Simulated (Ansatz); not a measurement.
Process, species as SMILES: N (NH3) → [NH2-] + H+
B3LYP-D3(BJ)/def2-TZVP geometries, fixed; electronic energies without zero-point terms.

Effect of a fitting basis named in the input at wB97M-V/aug-cc-pVTZ with Ansatz (a first-principles code), against the last row, where the deprotonation energy is 409.71 kcal/mol. The default fits or decomposes integrals by the program's own choice; accuracy: high also tightens integrals, grids and stops.

| setting | largest shift of a total energy (mEh) | shift of the deprotonation energy (kcal/mol) |
|---|---|---|
| fitting: def2-SV(P)-JKFIT | -0.101 | -0.037 |
| fitting: def2-universal-JKFIT | -0.101 | -0.037 |
| fitting: cc-pVTZ-JKFIT | -0.618 | -0.379 |
| fitting: cc-pVQZ-JKFIT | -0.494 | -0.304 |
| fitting: cc-pV5Z-JKFIT | -0.246 | -0.151 |
| accuracy: high | -0.002 | 0.000 |
| accuracy: medium (default) | 0.000 | 0.000 |

Within 0.1 kcal/mol in the deprotonation energy: fitting: def2-SV(P)-JKFIT; fitting: def2-universal-JKFIT; accuracy: high. The largest shift is 0.618 mEh in a total energy and 0.379 kcal/mol in the difference.
